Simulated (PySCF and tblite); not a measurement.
Results of a calculation; reference values are marked as such.
System: C2H6S2, numbered as in [CH3:1][S:2][S:3][CH3:4].

Motion: rotation about the S2–S3 bond (torsion C1–S2–S3–C4 from -87° to 87°, rising). GFN2-xTB gives an electronic barrier of 9.2 kcal/mol.

Task: What does PBE0/pcSseg-1 + D3(BJ), IEF-PCM acetonitrile give on PBE0-D3(BJ)/def2-SVP geometries?

Result: A barrier of 9.2 kcal/mol, 0.0 above the tight-binding barrier (from unrounded values) and, with GFN2-xTB thermal terms, ΔG‡(298 K) = 10.1 kcal/mol and k = 2.6×10⁵ s⁻¹ (1 equivalent path).

Task: And the level of the geometries itself, PBE0-D3(BJ)/def2-SVP?

Result: 11.2 kcal/mol.

Programs: tblite and PySCF.
